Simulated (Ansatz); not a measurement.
Task: a ladder of methods at one geometry of BH₅O, SMILES [BH3-][OH2+], with the Python package of Ansatz (0.2.0). Give the script and its output. Settings (for the species named): BLYP, def2-SVP basis, multiplicity 1. The script varies functional: blyp, pbe, lc_wpbe, pbe0.

```xyz
7

B    -0.2160   -0.4830   -0.2270
O     0.3121    0.5072    0.7304
H     0.2098   -1.5075   -0.1186
H    -1.3619   -0.5335   -0.0471
H    -0.0842   -0.0643   -1.3748
H    -0.0923    1.4040    0.5178
H     1.2938    0.6091    0.4735
```

`bh5o.py`:
```python
"""One geometry of BH5O, method by method."""

from pathlib import Path
import logging
import sys

import ansatz as az
from ase import Atoms
import numpy as np

logging.basicConfig(stream=sys.stdout, format="[%(levelname)s] %(message)s")
logger = logging.getLogger("run")
logger.setLevel(logging.INFO)

params = {
    "basis_set": "def2-SVP",
}

atoms = Atoms(["B", "O", "H", "H", "H", "H", "H"], positions=[
    (-0.216, -0.483, -0.227),
    (0.3121, 0.5072, 0.7304),
    (0.2098, -1.5075, -0.1186),
    (-1.3619, -0.5335, -0.0471),
    (-0.0842, -0.0643, -1.3748),
    (-0.0923, 1.404, 0.5178),
    (1.2938, 0.6091, 0.4735),
])
mol = az.Crystal.molecule_from_ase(atoms)

setup = mol.calculation().basis(gaussian=params["basis_set"]).accuracy("medium")

logger.info("functional    E (Ha)        dipole (D)   HOMO (eV)  LUMO (eV)")
for name in ["blyp", "pbe", "lc_wpbe", "pbe0"]:
    data = setup.functional(name).forces().orbitals().run(threads=1, runs_dir="runs").report
    lines = Path(data["orbitals_path"]).read_text().splitlines()
    field_of = lambda key: [line.split("=")[1].strip() for line in lines if line.startswith(key)]
    orbitals = [(27.211386 * float(e), s, float(n)) for e, s, n in zip(field_of("Ene="), field_of("Spin="), field_of("Occup="))]
    homo = max(e for e, _, n in orbitals if n > 0.5)
    lumo = min(e for e, _, n in orbitals if n < 0.5)
    dipole = 4.803205 * np.linalg.norm(data["charge_distribution"]["dipole_moment_e_ang"])
    logger.info(f"{name:10s} {data['free_energy_ev'] / 27.211386246:14.6f} {dipole:9.3f} {homo:11.3f} {lumo:10.3f}")
```

```console
$ python bh5o.py
[INFO] functional    E (Ha)        dipole (D)   HOMO (eV)  LUMO (eV)
[INFO] blyp          -102.901591     5.168      -5.739     -1.479
[INFO] pbe           -102.811150     5.180      -5.841     -1.401
[INFO] lc_wpbe       -102.894702     5.287     -10.167      2.043
[INFO] pbe0          -102.827077     5.243      -7.271     -0.369
```

The settings weren't tested for convergence. The geometry is a force-field or estimated start, not a minimum of this method, and the basis set is short of its limit. A lower total doesn't mark the better method: functionals have no common bound, and MP2 and coupled cluster aren't variational. Levels such as HOMO and LUMO are orbital energies: with these approximate functionals they aren't the ionisation energy and electron affinity, and their gap isn't the fundamental gap. Hardware and time: 4.9 s on 1 thread of Arm Neoverse V1, on a shared host, peak memory 0.17 GiB.
